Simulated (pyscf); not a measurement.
Thermochemistry of product channels of GeH₄ (SMILES [GeH4]) + H₂C=CH₂ (SMILES C=C) on the singlet surface, in kcal/mol, from ωB97M-D3(BJ)/def2-TZVP energies (ideal gas, 1 atm, RRHO with modes under 100 cm⁻¹ raised to 100, one conformer, R ln 2 for chiral ones without a mode under 150 cm⁻¹). Optimised with ωB97X-D3(BJ)/def2-SVP in PySCF.

```json
[
 {"products": "GeH₂ (SMILES [GeH2]) [singlet] + H₃C–CH₃ (SMILES CC)", "ΔE": "+2.3", "ΔH(298 K)": "+5.5", "ΔG(298 K)": "+4.6", "ΔG(600 K)": "+3.9"},
 {"products": "H₃C–GeH₃ (SMILES [CH3][GeH3]) + CH₂ (SMILES [CH2]) [singlet]", "ΔE": "+81.2", "ΔH(298 K)": "+79.1", "ΔG(298 K)": "+77.5", "ΔG(600 K)": "+75.6"},
 {"products": "H₃C–CH₂–GeH₃ (SMILES C[CH2][GeH3])", "ΔE": "-29.8", "ΔH(298 K)": "-25.9", "ΔG(298 K)": "-16.9", "ΔG(600 K)": "-8.0"},
 {"products": "H₂C=CH–GeH₃ (SMILES C=[CH][GeH3]) + H₂ (SMILES [H][H])", "ΔE": "+9.3", "ΔH(298 K)": "+6.7", "ΔG(298 K)": "+7.1", "ΔG(600 K)": "+7.0"}
]
```

The channel to H₃C–CH₂–GeH₃ turns unfavourable between 298 and 1200 K (ΔG from -16.9 kcal/mol to +9.0 kcal/mol).

These are energies of the channels, which say nothing of barriers. H₃C–CH₂–GeH₃ lies 9.1 kcal/mol over its isomer H₃C–GeH₂–CH₃ (electronic energy, ωB97M-D3(BJ)/def2-TZVP). CH₂ [singlet] is an excited spin state, 8.9 kcal/mol over the triplet at ωB97X-D3(BJ)/def2-TZVP. A restricted singlet here is unstable towards spin polarisation, as is usual where a triplet lies low; its energy is less safe. Elements up to Kr have no core potential and no relativistic terms here.
